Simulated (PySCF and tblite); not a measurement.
Results of a calculation; reference values are marked as such.
C₄H₁₀O, numbered as in [CH3:1][CH2:2][CH2:3][O:4][CH3:5]: conformational analysis

Free energies: PBE0-D3(BJ)/def2-TZVP (IEF-PCM, chloroform) on GFN2-xTB structures plus GFN2-xTB thermal terms, symmetry and mirror images included. Conformers within 2.5 kcal/mol (GFN2-xTB free energy) were kept, 6 at most. GIAO shieldings: wB97X-D/pcSseg-1 (IEF-PCM, chloroform). Shifts are against TMS (¹H), TMS (¹³C) at the same level. Programs: PySCF with density fitting and tblite.

Torsions listed: C1–C2–C3–O4, C2–C3–O4–C5. Of a mirror pair one member is shown.

| conformer | shape | symmetry | E(GFN2) kcal/mol | E(DFT) kcal/mol | G(298.15 K) kcal/mol | weight % | dipole D |
| --- | --- | --- | --- | --- | --- | --- | --- |
| 1 | 66°, -179° | C1 (pair) | 0.18 | 0.15 | 0.00 | 49.7 | 1.36 |
| 2 | 180°, 180° | Cs | 0.07 | 0.00 | 0.19 | 36.1 | 1.33 |
| 3 | -60°, -73° | C1 (pair) | 0.14 | 1.10 | 1.15 | 7.1 | 1.55 |
| 4 | -172°, -72° | C1 (pair) | 0.00 | 1.17 | 1.17 | 7.0 | 1.57 |
| 5 | 101°, -70° | C1 (pair) | 1.56 | 3.49 | 3.66 | 0.1 | 1.51 |

Weights (%) against temperature:

```csv
T (K),1,2,3,4,5,S(mix) cal/mol/K
250,50.9,38.9,5.2,4.9,0.0,2.86
298.15,49.7,36.1,7.1,7.0,0.1,3.06
350,48.2,33.7,9.0,8.9,0.2,3.23
```

Averaged shifts at 298.15 K. ¹H: 3.57 (H5, 3H), 3.41 (H3, 2H), 1.54 (H2, 2H), 0.98 (H1, 3H) ppm. ¹³C: 78.7 (C3), 61.7 (C5), 27.4 (C2), 13.2 (C1) ppm.

Coordinates of conformer 1 (Å):

```xyz
15

C     1.941    0.599    0.172
C     1.184   -0.720    0.086
C    -0.229   -0.596    0.646
O    -0.978    0.266   -0.182
C    -2.291    0.456    0.266
H     1.388    1.373   -0.352
H     2.064    0.901    1.210
H     2.925    0.503   -0.280
H     1.111   -1.031   -0.957
H     1.712   -1.497    0.642
H    -0.197   -0.198    1.673
H    -0.711   -1.587    0.683
H    -2.311    0.907    1.267
H    -2.771    1.127   -0.443
H    -2.842   -0.493    0.301
```

Shifts are unscaled: against experiment ¹³C can be off by 15 ppm or more and ¹H by 0.8 ppm.

Search and properties took 100 s on 1 thread of Intel Xeon 6975P-C (shared host) (rough), launched as `OMP_NUM_THREADS=1 python ens_run.py task.json out`.
